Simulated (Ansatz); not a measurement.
Reaction: C3H8O (methoxyethane, SMILES CCOC) → C2H5O (SMILES [CH2]OC, doublet) + CH3 (SMILES [CH3], doublet) (the C-C bond breaks)
Each species at its own B3LYP-D3(BJ)/def2-TZVP minimum (Ansatz, a first-principles code), one conformer.

Total energies in hartree (Ansatz). UHF or UKS for unpaired electrons; spin-orbit terms are left out. Correlated methods leave the cores frozen. No relativity.

```tsv
species	HF/cc-pVTZ	CCSD(T)/cc-pVTZ	HF/cc-pVQZ	CCSD(T)/cc-pVQZ	CCSD(T)/cc-pVDZ	CCSDT(Q)/cc-pVDZ
1: C3H8O (methoxyethane, SMILES CCOC)	-193.17939	-194.02144	-193.19317	-194.08181	-193.80921	-193.81132
2: C2H5O (SMILES [CH2]OC, doublet)	-153.49890	-154.11356	-153.51043	-154.16123	-153.94833	-153.95008
3: CH3 (SMILES [CH3], doublet)	-39.57748	-39.76098	-39.58026	-39.77245	-39.71583	-39.71634
```

### Question
Work out the bond dissociation energy (electronic) in kcal/mol: take Hartree-Fock from cc-pVQZ, extrapolate the CCSD(T) correlation energy as X^-3 (X = 3, 4), and add CCSDT(Q) - CCSD(T) in cc-pVDZ. 1 hartree = 627.51 kcal/mol.

### Answer

Species 1: correlation (64·(-0.88864) - 27·(-0.84205))/37 = -0.92264; step -0.00211; E1 = -193.19317 + (-0.92264) + (-0.00211) = -194.11792
Species 2: correlation (64·(-0.65080) - 27·(-0.61466))/37 = -0.67717; step -0.00175; E2 = -153.51043 + (-0.67717) + (-0.00175) = -154.18935
Species 3: correlation (64·(-0.19219) - 27·(-0.18350))/37 = -0.19853; step -0.00051; E3 = -39.58026 + (-0.19853) + (-0.00051) = -39.77930
-1·E1 +1·E2 +1·E3 = 0.14927 hartree = 93.7 kcal/mol.
